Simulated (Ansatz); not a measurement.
# CH2Mg (triplet): PBE, r2SCAN over a scan of the distance C1–Mg2, 6-31G

Aim: run CH2Mg (triplet) with these functionals over a scan of the distance C1–Mg2, and hold them against the top wave-function level at the same points.

Method: 6-31G, all electrons in the functionals; program: Ansatz 0.2.0, Gaussian basis.

The runs, in order: PBE, r2SCAN, at 1.629 Å; 1.822 Å; 2.007 Å; 2.212 Å; 2.414 Å; 2.753 Å; 3.215 Å; 3.747 Å; 4.481 Å; 5.400 Å; 6.907 Å.

32 further runs of the same task are left out: 16 for a known fault of the program, 13 that didn't finish, 3 set aside as unsound or not needed. Runs told in other sessions of the task aren't counted.

## (1) The system

The geometry derives from a PBE0/def2-TZVP stationary point (not a proven minimum). One bond is set to the value named and the two fragments are kept rigid.

4 atoms, charge 0, spin multiplicity 3.

Atoms are counted from 1 here; the program's logs count them from 0.

Bond lengths: C1–Mg2 2.007 Å, C1–H3 1.089 Å, Mg2–H4 1.696 Å. Angles: Mg2–C1–H3 180.0°, C1–Mg2–H4 180.0°.

As a file:

```tsv
atom	x (Å)	y (Å)	z (Å)
C1	0.0000	0.0000	1.1554
Mg2	0.0000	0.0000	-0.8516
H3	0.0000	0.0000	2.2442
H4	0.0000	0.0000	-2.5480
```

No dispersion term is added.

The geometry shown and the zero of energy belong to the point 2.007 Å. The yardstick, FCI, and other wave-function levels (R restricted, U unrestricted, valence and pair active spaces) come from earlier runs.

## (2) PBE, 1.629 Å

The input, in.yaml:

```yaml
crystal:
  periodic: [false, false, false]
  atoms:
    - {symbol: C, position_ang: [0.000000, 0.000000, 0.966414]}
    - {symbol: Mg, position_ang: [0.000000, 0.000000, -0.662585]}
    - {symbol: H, position_ang: [0.000000, 0.000000, 2.055199]}
    - {symbol: H, position_ang: [0.000000, 0.000000, -2.359028]}
basis:
  gaussian: {orbitals: 6-31G}
magnetization: {spin_polarized: true, initial_magnetization: 2}
hamiltonian: {xc: {name: PBE}}
output: {orbitals: {seedname: orbitals}}
```

Run with:

```bash
ansatz run in.yaml --threads 1 --pin off --events-out ev --progress --plain --max-ram 2393MiB
```

The runs that follow: PBE, 1.822 Å; PBE, 2.007 Å; PBE, 2.212 Å; PBE, 2.414 Å; PBE, 2.753 Å; PBE, 3.215 Å; PBE, 3.747 Å; PBE, 4.481 Å; PBE, 5.400 Å; PBE, 6.907 Å; r2SCAN, 1.629 Å; r2SCAN, 1.822 Å; r2SCAN, 2.007 Å; r2SCAN, 2.212 Å; r2SCAN, 2.414 Å; r2SCAN, 2.753 Å; r2SCAN, 3.215 Å; r2SCAN, 3.747 Å; r2SCAN, 4.481 Å; r2SCAN, 5.400 Å; r2SCAN, 6.907 Å.

Q: Predict the results of all the runs planned. Wanted: span of the FCI curve; largest miss, PBE; largest miss, r2SCAN; largest miss, RCCSD(T); largest miss, UCCSD(T).

**Answer**, as computed:

```
              quantity                     value
 span of the FCI curve             78.6 kcal/mol
     largest miss, PBE   +9.8 kcal/mol (6.907 Å)
  largest miss, r2SCAN  +14.4 kcal/mol (6.907 Å)
largest miss, RCCSD(T)   +0.6 kcal/mol (3.215 Å)
largest miss, UCCSD(T)   +1.0 kcal/mol (3.747 Å)
```

In words: Of the functionals, PBE keep the smallest largest miss at the points compared (at most 9.8 kcal/mol) and r2SCAN strays most (14.4 kcal/mol, at 6.907 Å). r2SCAN clearly breaks the spin symmetry at some points (⟨S²⟩ up to 1.01 above the pure value), so energy there is bought with a mixed spin. Functionals and the yardstick converge differently with the basis, so part of each miss in 6-31G is the basis.
